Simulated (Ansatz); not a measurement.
Ansatz (a quantum-chemistry and plane-wave program) input (HF/3-21G): The .json file is the Basis Set Exchange's 3-21G.

Ansatz 0.2 input:
```yaml
crystal:
  periodic: [false, false, false]
  atoms:
    - {symbol: O, position_ang: [0.00090596, 0.01027043, 0.68392215]}
    - {symbol: C, position_ang: [-0.00073525, -0.00833512, -0.55504747]}
    - {symbol: H, position_ang: [0.00572120, 0.93712937, -1.08486989]}
    - {symbol: H, position_ang: [-0.00855742, -0.96928206, -1.05622249]}
basis:
  gaussian:
    orbitals: 3-21G.json
hamiltonian:
  xc: {name: HF}
total_charge: 1
magnetization: {spin_polarized: true, initial_magnetization: 1}
phonons: {temperatures: {t_min: 298.15, t_max: 298.15, t_step: 100}}
```

Output:

```
Functional definition: HF
integrals: 0.00 GiB planned
271 factors; integrals over basis functions are off by at most 6.9e-4 eV
mean field: 0.05 GiB planned
mean field evaluation 1: about -3065.3679 eV, gradient 3.4e1 eV
mean field evaluation 2: about -3065.3692 eV, gradient 3.4e1 eV
mean field evaluation 4: about -3071.0781 eV, gradient 5.0e0 eV
mean field evaluation 8: about -3071.6194 eV, gradient 2.8e-1 eV
mean field evaluation 16: about -3058.7566 eV, gradient 2.8e1 eV
mean field -3071.62505833 eV, -112.8801388715 hartree, gradient 1.8e-5 eV, S^2 0.807116; 0 other end points of the search recorded, 0 dependent functions left out
the calculation of the forces begins
reference -3071.62505833 eV, -112.8801388715 hartree; 8, 7 occupied and 14, 15 virtual orbitals, 271 factors
these checks for a lower state are left out or cut short: stability, starts, cluster_reference, orbital_swaps, neighbouring_geometries, increment
integrals: 0.00 GiB planned
271 factors; integrals over basis functions are off by at most 6.9e-4 eV
mean field: 0.05 GiB planned
mean field evaluation 32: about -3071.6256 eV, gradient 1.4e-1 eV
mean field -3071.62498473 eV, -112.8801361667 hartree, gradient 1.1e-6 eV, S^2 0.807497; 0 other end points of the search recorded, 0 dependent functions left out
the calculation of the forces begins
reference -3071.62498473 eV, -112.8801361667 hartree; 8, 7 occupied and 14, 15 virtual orbitals, 271 factors
these checks for a lower state are left out or cut short: stability, starts, cluster_reference, orbital_swaps, neighbouring_geometries, increment
integrals: 0.00 GiB planned
271 factors; integrals over basis functions are off by at most 6.9e-4 eV
mean field: 0.05 GiB planned
mean field -3071.62498623 eV, -112.8801362218 hartree, gradient 1.1e-6 eV, S^2 0.806740; 0 other end points of the search recorded, 0 dependent functions left out
the calculation of the forces begins
reference -3071.62498623 eV, -112.8801362218 hartree; 8, 7 occupied and 14, 15 virtual orbitals, 271 factors
these checks for a lower state are left out or cut short: stability, starts, cluster_reference, orbital_swaps, neighbouring_geometries, increment
integrals: 0.00 GiB planned
271 factors; integrals over basis functions are off by at most 6.9e-4 eV
mean field: 0.05 GiB planned
mean field -3071.62489462 eV, -112.8801328551 hartree, gradient 1.2e-6 eV, S^2 0.806774; 0 other end points of the search recorded, 0 dependent functions left out
the calculation of the forces begins
reference -3071.62489462 eV, -112.8801328551 hartree; 8, 7 occupied and 14, 15 virtual orbitals, 271 factors
these checks for a lower state are left out or cut short: stability, starts, cluster_reference, orbital_swaps, neighbouring_geometries, increment
integrals: 0.00 GiB planned
271 factors; integrals over basis functions are off by at most 7.0e-4 eV
mean field: 0.05 GiB planned
mean field -3071.62489283 eV, -112.8801327896 hartree, gradient 9.5e-7 eV, S^2 0.807469; 0 other end points of the search recorded, 0 dependent functions left out
the calculation of the forces begins
reference -3071.62489283 eV, -112.8801327896 hartree; 8, 7 occupied and 14, 15 virtual orbitals, 271 factors
these checks for a lower state are left out or cut short: stability, starts, cluster_reference, orbital_swaps, neighbouring_geometries, increment
integrals: 0.00 GiB planned
271 factors; integrals over basis functions are off by at most 6.9e-4 eV
mean field: 0.05 GiB planned
mean field evaluation 64: about -3071.6250 eV, gradient 1.8e-5 eV
mean field -3071.62497047 eV, -112.8801356426 hartree, gradient 9.1e-7 eV, S^2 0.807167; 0 other end points of the search recorded, 0 dependent functions left out
the calculation of the forces begins
reference -3071.62497047 eV, -112.8801356426 hartree; 8, 7 occupied and 14, 15 virtual orbitals, 271 factors
these checks for a lower state are left out or cut short: stability, starts, cluster_reference, orbital_swaps, neighbouring_geometries, increment
integrals: 0.00 GiB planned
271 factors; integrals over basis functions are off by at most 7.0e-4 eV
mean field: 0.05 GiB planned
mean field -3071.62497050 eV, -112.8801356439 hartree, gradient 9.1e-7 eV, S^2 0.807067; 0 other end points of the search recorded, 0 dependent functions left out
the calculation of the forces begins
reference -3071.62497050 eV, -112.8801356439 hartree; 8, 7 occupied and 14, 15 virtual orbitals, 271 factors
these checks for a lower state are left out or cut short: stability, starts, cluster_reference, orbital_swaps, neighbouring_geometries, increment
integrals: 0.00 GiB planned
271 factors; integrals over basis functions are off by at most 6.9e-4 eV
mean field: 0.05 GiB planned
mean field -3071.62503479 eV, -112.8801380062 hartree, gradient 9.2e-7 eV, S^2 0.807097; 0 other end points of the search recorded, 0 dependent functions left out
the calculation of the forces begins
reference -3071.62503479 eV, -112.8801380062 hartree; 8, 7 occupied and 14, 15 virtual orbitals, 271 factors
these checks for a lower state are left out or cut short: stability, starts, cluster_reference, orbital_swaps, neighbouring_geometries, increment
integrals: 0.00 GiB planned
271 factors; integrals over basis functions are off by at most 6.9e-4 eV
mean field: 0.05 GiB planned
mean field -3071.62503446 eV, -112.8801379943 hartree, gradient 9.2e-7 eV, S^2 0.807136; 0 other end points of the search recorded, 0 dependent functions left out
the calculation of the forces begins
reference -3071.62503446 eV, -112.8801379943 hartree; 8, 7 occupied and 14, 15 virtual orbitals, 271 factors
Total energy: -3071.62505833 eV, -112.8801388715 hartree
Atom 0 at     0.000906     0.010270     0.683922 Å, force    -0.000001    -0.000009    -0.000576 eV/Å
Atom 1 at    -0.000735    -0.008335    -0.555047 Å, force     0.000001     0.000007     0.000433 eV/Å
Atom 2 at     0.005721     0.937129    -1.084870 Å, force    -0.000001    -0.000146     0.000074 eV/Å
Atom 3 at    -0.008557    -0.969282    -1.056222 Å, force     0.000001     0.000149     0.000069 eV/Å
Dipole moment:    -0.000931    -0.010555    -0.702904 e Å
Vibrations: 1074.30 1273.64 1449.47 1585.82 3147.23 3289.82 cm⁻¹, zero-point energy 0.732764 eV
```

The blocks after the first are displaced geometries, from whose forces the wavenumbers follow.

The dipole moment of an ion depends on the origin.
